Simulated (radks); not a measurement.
# Li²⁺ inside a hard spherical wall

One table from this session's results is given with a row withheld; the runs are named, their logs left out.

The numbers are computed with radks (a radial shooting solver on a logarithmic mesh, Libxc functionals) version 1 (scalar-relativistic Kohn-Sham, LDA (Slater exchange, Perdew-Wang correlation), spin-polarised, spherical densities, finite nucleus; open shells are filled with parallel spins first), except any that are marked as measured or tabulated.

**Starting point**

```
element            : lithium (Z = 3)
charge             : +2
electrons          : 1
configuration      : 1s1
nuclear rms radius : 2.444 fm
```

The outer shells:

Li²⁺
```
1s [↑ ]
```

The first run:

Input:

```text
Z 3
configuration 1s1 2s0 2p0
relativity scalar-relativistic
functional lda,pw
spin polarised
nucleus finite rms 2.444 fm
c 137.035999084
```

Steps of the session up to this table: The free atom; Wall at 20 bohr; Wall at 15 bohr; Wall at 12 bohr; Wall at 4 bohr; Wall at 3.5 bohr; Wall at 2 bohr.

One of the session's tables, all rows but one given; the rest of the session is left out.

```
R (bohr)  ε(2p, empty) (eV)
    free            -17.285
      20            -17.285
      15            -17.285
      12            -17.285
       4            -16.284
     3.5                  ?
       2              3.309
```

**Question.** Estimate the row for R (bohr) = 3.5.

Worked estimate for «ε(2p, empty) (eV)». A straight line through the neighbours (4, -16.284) and (2, 3.309) gives -16.284 + (3.309 + 16.284) × (3.5 − 4) / (2 − 4) = -11.386; a parabola fitted to 3 rows on both sides gives -12.111.

As computed: ε(2p, empty) (eV): -15.211. In «ε(2p, empty) (eV)» the line misses by +3.825 and the parabola by +3.100.

In words: Eigenvalues are for spin up. Shells are not refilled when levels cross, and a hard wall is a model, not a crystal.
